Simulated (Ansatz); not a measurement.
Geometry optimisation, RKS PBE-D4/def2-SVP (Ansatz).

The input (input.yaml):

```yaml
crystal:
  periodic: [false, false, false]
  atoms:
    - { symbol: Mg, position_ang: [0.954403, -0.775995, 0.961893] }
    - { symbol: H, position_ang: [0.612333, -2.17667, 0.027742] }
    - { symbol: C, position_ang: [1.359366, 0.958458, 2.085032] }
    - { symbol: H, position_ang: [-0.547241, -1.098014, -1.082669] }
    - { symbol: Si, position_ang: [-1.440516, -0.388388, -1.991124] }
    - { symbol: H, position_ang: [2.026116, 1.661512, 1.540568] }
    - { symbol: H, position_ang: [0.43514, 1.520552, 2.339955] }
    - { symbol: H, position_ang: [1.863452, 0.711766, 3.044655] }
    - { symbol: H, position_ang: [-0.636796, 0.41283, -2.980023] }
    - { symbol: H, position_ang: [-2.326583, 0.552803, -1.218045] }
    - { symbol: H, position_ang: [-2.299573, -1.378855, -2.728083] }
basis:
  gaussian: { orbitals: def2-SVP }
hamiltonian:
  xc: pbe
  dispersion: d4
relax:
  f_tol: 0.03
  max_steps: 50
```

Launched with:

```bash
$ ansatz run input.yaml --threads 2 --pin off --max-ram 3072MiB --backend cpu --events-out ev --progress --plain --runs-dir out
```

**Question.** Where does it end, and by what steps?

**Answer.** The forces met the threshold. The force dipped under the threshold on the way, but the program's further checks kept it going. After 9 steps the energy has fallen by 0.218 eV; H2 moved furthest, 0.98 Å.

```
step  energy less start (eV)  largest force component (eV/Å)  accepted
   0                  0.0000                           0.755       yes
   1                 -0.1028                           0.205       yes
   2                 -0.1504                           0.095       yes
   3                 -0.1753                           0.051       yes
   4                 -0.1864                           0.169       yes
   5                 -0.1996                           0.162       yes
   6                 -0.2066                           0.178       yes
   7                 -0.2128                           0.127       yes
   8                 -0.2165                           0.011       yes
   9                 -0.2176                           0.019       yes
```

```xyz
11
Properties=species:S:1:pos:R:3
Mg 1.094 -1.174 1.018
H 1.152 -2.823 0.530
C 1.141 0.805 1.747
H -0.442 -0.527 -0.709
Si -1.378 -0.076 -1.804
H 1.687 1.486 1.056
H 0.118 1.224 1.865
H 1.640 0.886 2.738
H -0.574 0.651 -2.842
H -2.406 0.836 -1.201
H -2.032 -1.288 -2.399
```

Time of the run: 17 s on 2 threads of Intel(R) Xeon(R) Platinum 8259CL CPU @ 2.50GHz (Skylake/Cascade Lake), with other jobs on the host, peak memory 0.17 GiB.
